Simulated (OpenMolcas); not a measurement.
**CH5BCl− (SMILES C[BH2-]Cl) at 6 levels**

We compute a comparison of 6 runs (HF/def2-SVP, B3LYP/6-31G*, B3LYP/6-31+G*, PBE/pcseg-1, CCSD/aug-cc-pVDZ, CCSD(T)/def2-SVPD) of CH5BCl−. 

Program for the calculation: OpenMolcas 26.06.

1 further run of the same task is left out (set aside as unsound or not needed).

## 1. The molecule

The species is CH5BCl− (8 atoms), meant as a singlet with charge -1. As SMILES, `C[BH2-]Cl`. The shape is that of a GFN2-xTB optimisation.

Bond lengths: C1–B2 1.631 Å, B2–Cl3 1.898 Å, C1–H4 1.092 Å, C1–H5 1.092 Å, C1–H6 1.094 Å, B2–H7 1.209 Å, B2–H8 1.209 Å. Some angles: C1–B2–Cl3 107.8°, C1–B2–H7 112.7°, C1–B2–H8 112.6°, Cl3–B2–H7 105.6°, Cl3–B2–H8 105.6°, B2–C1–H4 112.4°, B2–C1–H5 112.3°, B2–C1–H6 110.4°, H7–B2–H8 111.9°, H4–C1–H5 107.1°.

## 2. Energy and forces at HF/def2-SVP (run 1)

File calc.input:

```
* CH5BCl Hartree-Fock

&GATEWAY
 BasLib=$CurrDir
 Coord
 8
 angstrom
 C       -0.250810       0.813210      -0.116160
 B        0.045260      -0.779890       0.071810
 Cl       1.891270      -0.985600       0.462900
 H       -0.018060       1.387960       0.783050
 H        0.327230       1.249260      -0.933990
 H       -1.308080       0.980960      -0.342480
 H       -0.541280      -1.254220       1.016390
 H       -0.145530      -1.411680      -0.941510
 Basis=def2-SVP
 Group=NoSym

&SEWARD

&SCF
 Charge=-1
 Thresholds=1e-10 1e-07 1e-07 1e-05
 PrOrbitals=1

&ALASKA
```

The basis set def2-SVP is read from a file made from the Basis Set Exchange's data (not shown).

The run is started by

```console
$ export MOLCAS_MEM=1860
$ pymolcas calc.input > calc.log
```

Output:

```text
--- Start Module: gateway ---
[...]
--- Stop Module: gateway /rc=_RC_ALL_IS_WELL_ ---
[...]
      Basis functions           71
[...]
--- Start Module: scf ---
[...]
       Convergence after  16 Iterations
[...]
::    Total SCF energy                               -524.8204282809
[...]
      Total spin, S                                     0.0000000000
[...]
      Total electronic charge=   34.000000
      Total            charge=   -1.000000
[...]
      Dipole Moment (debye):
      Origin of the operator (angstrom)=    0.9827   -0.5131    0.2406
                   X=  1.5346E+00               Y=  1.1686E+00               Z=  2.1809E-01           Total=  1.9412E+00
      Center of Charge (angstrom)
[...]
--- Stop Module: scf /rc=_RC_ALL_IS_WELL_ ---
[...]
--- Start Module: alaska ---
[...]
 *              Molecular gradients               *
 **************************************************
  Irreducible representation: a
 ------------------------------------------------------------------------------------------
                              X                       Y                       Z
 ------------------------------------------------------------------------------------------
  C1                3.87334142807116E-03    2.56649229981987E-03    6.17519023931368E-04
  B2                6.32955510737521E-03   -9.90665435400406E-03    2.16783564091605E-03
  CL3              -2.76787101388081E-02    3.53723733716116E-03   -5.84411314949040E-03
  H4               -8.84113713058798E-04   -1.76580379711888E-03   -3.27976768410965E-03
  H5               -2.14690338592627E-03   -1.28577060518742E-03    2.90352500849878E-03
  H6                4.58165557947865E-03   -2.09769560484230E-03    1.08489096158459E-03
  H7                9.74944199343897E-03    3.83402342925820E-03   -7.30748319995289E-03
  H8                6.17573312944641E-03    5.11817129498371E-03    9.65759339863226E-03
[...]
--- Stop Module: alaska /rc=_RC_ALL_IS_WELL_ ---
[...]
```

It took 5.1 s on 1 thread of Arm Neoverse V1, shared host; peak memory 0.42 GiB.

## 3. Energy and gradient at B3LYP/6-31G(d) (spherical functions) (run 2)

File input.xyz:

```xyz
8

C     -0.250810     0.813210    -0.116160
B      0.045260    -0.779890     0.071810
Cl     1.891270    -0.985600     0.462900
H     -0.018060     1.387960     0.783050
H      0.327230     1.249260    -0.933990
H     -1.308080     0.980960    -0.342480
H     -0.541280    -1.254220     1.016390
H     -0.145530    -1.411680    -0.941510
```

File calc.input:

```
* CH5BCl Kohn-Sham DFT
>>> EXPORT MOLCAS_PRINT=2
&GATEWAY
BasLib=$CurrDir
Coord=input.xyz
Basis=6-31Gs
Group=NoSym
&SEWARD
GridInput
Grid=UltraFine
End of Grid
&SCF
Charge=-1
KSDFT=B3LYP
Thresholds=1e-10 1e-07 1e-07 1e-05
PrOrbitals=1 2
&ALASKA
```

The basis set 6-31G* is read from a file made from the Basis Set Exchange's data (not shown).

The run is started by

```console
$ export MOLCAS_MEM=1860
$ pymolcas calc.input > calc.log
```

Output:

```text
--- Start Module: gateway ---
[...]
--- Stop Module: gateway /rc=_RC_ALL_IS_WELL_ ---
[...]
      Basis functions           56
[...]
--- Start Module: scf ---
[...]
       Convergence after  15 Iterations
[...]
::    Total KS-DFT energy                            -526.2395919465
[...]
      Total spin, S                                     0.0000000000
[...]
      Total electronic charge=   34.000000
      Total            charge=   -1.000000
[...]
      Dipole Moment (debye):
      Origin of the operator (angstrom)=    0.9827   -0.5131    0.2406
                   X=  1.1326E+00               Y=  1.2140E+00               Z=  1.3290E-01           Total=  1.6656E+00
      Center of Charge (angstrom)
[...]
--- Stop Module: scf /rc=_RC_ALL_IS_WELL_ ---
[...]
--- Start Module: alaska ---
[...]
 *              Molecular gradients               *
 **************************************************
  Irreducible representation: a
 ------------------------------------------------------------------------------------------
                              X                       Y                       Z
 ------------------------------------------------------------------------------------------
  C1                1.38360321025255E-03    8.36486274642567E-03   -3.56363849559060E-04
  B2                1.13520367742792E-02   -9.01407915978925E-03    3.11293249129063E-03
  CL3              -2.52127474403547E-02    3.77223285839667E-03   -5.36902063225453E-03
  H4               -1.06419235786326E-03   -3.56042003661639E-03   -4.82061171696246E-03
  H5               -2.95955723386498E-03   -2.82286844630542E-03    4.51468184669057E-03
  H6                6.51725034429740E-03   -2.49670845331196E-03    1.50670174323919E-03
  H7                6.03657011043812E-03    2.52637667419942E-03   -4.13797907255997E-03
  H8                3.94703659277296E-03    3.23060381699758E-03    5.54965919011430E-03
[...]
--- Stop Module: alaska /rc=_RC_ALL_IS_WELL_ ---
[...]
```

Wall time 22 s (1 thread of Arm Neoverse V1, shared host); peak memory 0.39 GiB.

Runs 3 to 5 aren't shown in full; the table further down has their settings and results.

## 4. The energy at CCSD(T)/def2-SVPD (Cholesky decomposition) (run 6)

File geom.xyz:

```xyz
8

C     -0.250810     0.813210    -0.116160
B      0.045260    -0.779890     0.071810
Cl     1.891270    -0.985600     0.462900
H     -0.018060     1.387960     0.783050
H      0.327230     1.249260    -0.933990
H     -1.308080     0.980960    -0.342480
H     -0.541280    -1.254220     1.016390
H     -0.145530    -1.411680    -0.941510
```

File job.input:

```
>>> EXPORT MOLCAS_PRINT=2
&GATEWAY
BasLib=$CurrDir
Coord=geom.xyz
Basis=def2-SVPD
Group=NoSym
&SEWARD
High
&SCF
Charge=-1
Thresholds=1e-10 1e-07 1e-07 1e-05
PrOrbitals=1 2
&CHCC
Frozen=7
Threshold=1e-08
MaxIterations=80
&CHT3
Frozen=7
```

The basis set def2-SVPD is read from a file made from the Basis Set Exchange's data (not shown).

The run is started by

```console
$ export MOLCAS_MEM=1860
$ pymolcas job.input > job.log
```

Output:

```text
--- Start Module: gateway ---
[...]
--- Stop Module: gateway /rc=_RC_ALL_IS_WELL_ ---
[...]
      Basis functions          107
[...]
       Convergence after  15 Iterations
[...]
::    Total SCF energy                               -524.8385202267
[...]
      Total spin, S                                     0.0000000000
[...]
      Total electronic charge=   34.000000
      Total            charge=   -1.000000
[...]
      Dipole Moment (debye):
      Origin of the operator (angstrom)=    0.9827   -0.5131    0.2406
                   X=  9.5420E-01               Y=  1.1817E+00               Z=  9.9452E-02           Total=  1.5221E+00
      Center of Charge (angstrom)
[...]
--- Start Module: chcc ---
[...]
--- Stop Module: chcc /rc=_RC_ALL_IS_WELL_ ---
[...]
--- Start Module: cht3 ---
[...]
--- Stop Module: cht3 /rc=_RC_ALL_IS_WELL_ ---
[...]
```

It took 4.7 min on 1 thread of Arm Neoverse V1, shared host; peak memory 0.25 GiB.

## 5. All runs side by side

```tsv
run	level	integration grid	integral approximation	energy (Eh)	HOMO energy (eV)	LUMO energy (eV)	HOMO–LUMO gap (eV)	wall time
1	HF/def2-SVP	–	none	-524.820428	-4.66	9.92	14.58	5.1 s
2	B3LYP/6-31G* (spherical functions)	UltraFine	none	-526.239592	-1.17	8.11	9.28	22 s
3	B3LYP/6-31+G* (spherical functions)	UltraFine	none	-526.256144	-1.73	3.65	5.37	30 s
4	PBE/pcseg-1	UltraFine	none	-525.921007	-0.44	5.74	6.19	30 s
5	CCSD/aug-cc-pVDZ (Cholesky decomposition)	–	CD high	-525.503239	-5.11	3.91	9.02	9.2 min
6	CCSD(T)/def2-SVPD (Cholesky decomposition)	–	CD high	-525.322179	-5.13	5.92	11.06	4.7 min
```

## 6. Results

```
                                                    quantity          value
                                         run 6: total energy  -525.32218 Eh
                  run 6: HOMO energy (Hartree–Fock orbitals)       -5.13 eV
                  run 6: LUMO energy (Hartree–Fock orbitals)        5.92 eV
run 6: HOMO–LUMO gap (to an unbound level, set by the basis)       11.06 eV
          run 6: correlation energy (7 core orbitals frozen)     -483.7 mEh
                                       run 6: (T) correction     -14.02 mEh
```

Over runs 1, 2, 3, 4 the HOMO–LUMO gap runs from 5.37 eV (B3LYP/6-31+G*) to 14.58 eV (HF/def2-SVP). The two ends differ in method and basis. The empty levels of an anion lie above zero and hang on the basis. Totals of different functionals can't be ranked against each other. All runs together took 15 min, the longest 9.2 min.
